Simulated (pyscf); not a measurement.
Thermochemistry of product channels of Cl–SiH•–Cl + hydrogen (H₂) on the doublet surface, in kJ/mol, from ωB97M-D3(BJ)/def2-TZVP energies (ideal gas, 1 atm, RRHO with modes under 100 cm⁻¹ raised to 100, one conformer, R ln 2 for chiral ones without a mode under 150 cm⁻¹). PySCF, gas phase, ωB97X-D3(BJ)/def2-SVP geometries.

```json
[
 {"products": "hydrogen chloride (HCl) + •H₂Si–Cl", "ΔE": "___", "ΔH(298 K)": "+83.4", "ΔG(600 K)": "+71.4", "ΔG(900 K)": "___"},
 {"products": "hydrogen chloride (HCl) + :HSi–Cl [singlet] + H atom (H•)", "ΔE": "+334.0", "ΔH(298 K)": "+320.6", "ΔG(600 K)": "+244.9", "ΔG(900 K)": "+207.0"}
]
```

Complete the blanks.


- hydrogen chloride (HCl) + •H₂Si–Cl, ΔE: +78.9
- hydrogen chloride (HCl) + •H₂Si–Cl, ΔG(900 K): +67.3

These are energies of the channels, which say nothing of barriers.
